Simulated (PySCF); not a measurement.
**Electronic absorption of N-methylhydroxylamine**

N-methylhydroxylamine, CH5NO.
Z-matrix (Å and degrees, PBE0-D3(BJ)/def2-SVP geometry), rows numbered from 1:
```
C 
N   1  1.4441
O   2  1.4107  1  108.64
H   1  1.1073  2  113.79  3    50.97
H   1  1.1011  2  108.25  3   172.18
H   1  1.1002  2  109.75  3   -70.28
H   2  1.0203  1  108.62  3  -112.90
H   3  0.9630  2  103.36  1   120.16
```

The calculation used PySCF, TDDFT CAM-B3LYP/def2-SVPD, vertical, gas phase, core orbitals frozen in the response.

```
state  E (eV)  E (hartree)       f   main configurations (H = HOMO, L = LUMO)
   S1    6.36       0.2337  0.0008                                  H→L (91%)
   S2    7.00       0.2571  0.0045                   H→L+1 (83%), H→L+2 (11%)
   S3    7.66       0.2814   0.023                    H→L+2 (74%), H→L+1 (9%)
   S4    7.67       0.2817   0.022                 H-1→L (70%), H-1→L+1 (18%)
   S5    8.22       0.3022   0.044                   H→L+3 (67%), H→L+4 (12%)
   S6    8.64       0.3176   0.022  H-1→L+1 (61%), H-1→L+2 (19%), H-1→L (12%)
   S7    8.78       0.3228   0.048                   H→L+4 (78%), H→L+3 (16%)
   S8    9.36       0.3440   0.019                                H→L+5 (80%)
   S9    9.39       0.3452   0.010    H-1→L+2 (45%), H→L+7 (14%), H→L+6 (10%)
```

Triplets (Tamm–Dancoff): T1 6.07 eV, H→L (84%); T2 6.50 eV, H→L+1 (63%), H→L+2 (14%); T3 7.24 eV, H-1→L (65%), H-1→L+1 (27%); T4 7.42 eV, H→L+2 (68%), H→L (9%).

The lowest singlet comes at 195 nm (614 kJ/mol) in the vacuum ultraviolet; it is very weak; its leading configuration is HOMO→LUMO (91%). The strongest level in the table is S7 at 8.78 eV (141 nm, f = 0.048). S3/S4 lie within about 0.01 eV of each other. Löwdin shares by element: HOMO nitrogen 57%, oxygen 17%, carbon 10%, hydrogen 5% or more; LUMO oxygen 28%, carbon 26%, hydrogen 14% or more, nitrogen 9% (atoms not listed hold the other 23%). Of the 9 states listed, 6 reach f = 0.01 and none stays under 0.0005. The oscillator strengths of these states sum to 0.194; summed over the whole spectrum of an exact calculation they would give the number of electrons, 26 (Thomas–Reiche–Kuhn). Weighted by f, the mean energy of these states is 8.42 eV. All these states lie below the vertical ionisation energy of 9.71 eV (ΔSCF). Orbitals of the list HOMO-3 to LUMO+2 that lie within 0.01 eV of each other are written together with a slash and their weights summed (≥ marks a lower bound); for degenerate orbitals outside that list single weights are arbitrary. Singlets were solved by full linear response, triplets in the Tamm–Dancoff approximation. The highest level found (9.51 eV, f 0.035 so far) is left out, since the window may have cut off a degenerate partner.

One conformer stands for the species.
